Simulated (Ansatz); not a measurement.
Input file:

```yaml
crystal:
  periodic: [false, false, false]
  atoms:
    - {symbol: B, position_ang: [0.000000, 0.000000, 0.207806]}
    - {symbol: Be, position_ang: [0.000000, 0.000000, -1.605007]}
    - {symbol: H, position_ang: [0.000000, 0.000000, 1.397201]}
basis:
  gaussian: {orbitals: "6-31++G**"}
magnetization: {spin_polarized: false}
correlation: {method: ccsd_t, electrons: all}
```

```sh
$ ansatz run in.yaml --threads 1 --pin off --events-out ev --progress --plain --max-ram 2393MiB
```

The program prints:

```
382 factors; integrals over basis functions are off by at most 1.1e-3 eV
mean field evaluation 1: about -1078.0989 eV, gradient 1.1e1 eV
mean field evaluation 2: about -1078.0977 eV, gradient 1.1e1 eV
mean field evaluation 4: about -1078.9019 eV, gradient 9.3e-1 eV
mean field evaluation 8: about -1078.9174 eV, gradient 2.8e-3 eV
mean field evaluation 16: about -1079.1237 eV, gradient 2.2e0 eV
mean field evaluation 32: about -1078.9191 eV, gradient 2.5e-1 eV
mean field evaluation 64: about -1061.5951 eV, gradient 5.3e-2 eV
mean field evaluation 96: about -1079.7143 eV, gradient 1.7e-1 eV
mean field evaluation 128: about -1079.5579 eV, gradient 3.4e-4 eV
mean field evaluation 160: about -1079.7156 eV, gradient 2.0e-2 eV
...
cycle   5  -4.48023321 eV  change   -1.3e-2 eV  update   3.2e-3
cycle   6  -4.48457620 eV  change   -4.3e-3 eV  update   1.6e-3
cycle   7  -4.48662228 eV  change   -2.0e-3 eV  update   8.1e-4
cycle   8  -4.48654720 eV  change    7.5e-5 eV  update   4.1e-4
cycle   9  -4.48662120 eV  change   -7.4e-5 eV  update   1.2e-4
cycle  10  -4.48673163 eV  change   -1.1e-4 eV  update   5.2e-5
cycle  11  -4.48673741 eV  change   -5.8e-6 eV  update   2.6e-5
cycle  12  -4.48673826 eV  change   -8.6e-7 eV  update   1.4e-5
cycle  13  -4.48673395 eV  change    4.3e-6 eV  update   9.6e-6
cycle  14  -4.48673263 eV  change    1.3e-6 eV  update   5.6e-6
perturbative correction -0.50883762 eV, -0.0186994377 hartree
WARN: these amplitudes may be one of several solutions (largest doubles amplitude 0.60, level shift 0.00 eV)
Total energy: -1084.71122806 eV, -39.8624023874 hartree
```

Ran on 1 thread of AMD EPYC 9B45, shared host: 0.66 s wall, 0.1 GiB peak host memory.
